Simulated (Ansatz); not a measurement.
We consider cubic perovskite CsSnBr3, described by PBEsol+SOC in Ansatz (PAW).

Numerical settings: plane-wave cutoff 520 eV, 6×6×6 k mesh, Fermi–Dirac smearing 0.01 eV, PAW data made under PBE.

Properties against volume:

| V (Å³/atom) | P (GPa) | direct gap at Γ (eV) |
|---|---|---|
| 35.936 | 1.60 | 4.976 |
| 36.701 | 1.00 | 4.943 |
| 37.466 | 0.47 | 4.911 |
| 38.230 | 0.00 | 4.880 |
| 38.995 | -0.42 | 4.851 |
| 39.759 | -0.77 | 4.822 |
| 40.524 | -1.11 | 4.795 |

The fundamental gap (0.15 eV at the equilibrium volume, with added k points) lies elsewhere than Γ–Γ.

Note: the relaxation could not lower the start's symmetry, so the cell can be a saddle point above a distorted one.

Ansatz is a quantum-chemistry and plane-wave program.
